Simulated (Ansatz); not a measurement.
A made-up structure of CH4B, doublet:

B1  (0.021, -0.756, 0.047)
C2  (-0.022, 0.763, -0.047)
H3  (0.232, -0.120, -0.576)
H4  (-0.949, -1.367, 0.391)
H5  (0.779, 1.354, -0.485)
H6  (-0.856, 1.357, 0.318)
(Å)

It is relaxed with PBE-D4/def2-SVP and then PBE0-D4/def2-TZVP (Ansatz 0.2.0). Atoms count as bonded within 1.22 times the sum of their covalent radii (H–H: 0.88 Å). The end point is not checked to be a true minimum.

Does its bonding change? (A judgement: the text doesn't fix the answer.)

The calculation gives: Yes. Formed: none; broken: B1–H3.

Where it ends: The first stage lowers the energy by 4.42 eV in 17 steps. It ends as CH₄B ([BH][CH3]):
B1  (0.065, -0.760, 0.454)
C2  (0.021, 0.627, -0.201)
H3  (-0.104, 0.416, -1.277)
H4  (-0.845, -1.503, 0.683)
H5  (0.925, 1.230, -0.099)
H6  (-0.855, 1.219, 0.088)
(Å)

Labels in which every atom is bracketed show which atoms are joined, not bond orders.

For scale, one of the runs: PBE0-D4/def2-TZVP relaxation, 86 basis functions, launched by `ansatz run in.yaml --threads 2 --pin off --events-out ev --progress --plain --max-ram 4352MiB`. The run took about 6.5 s on 2 CPU threads of an Arm Neoverse V1 (shared host).
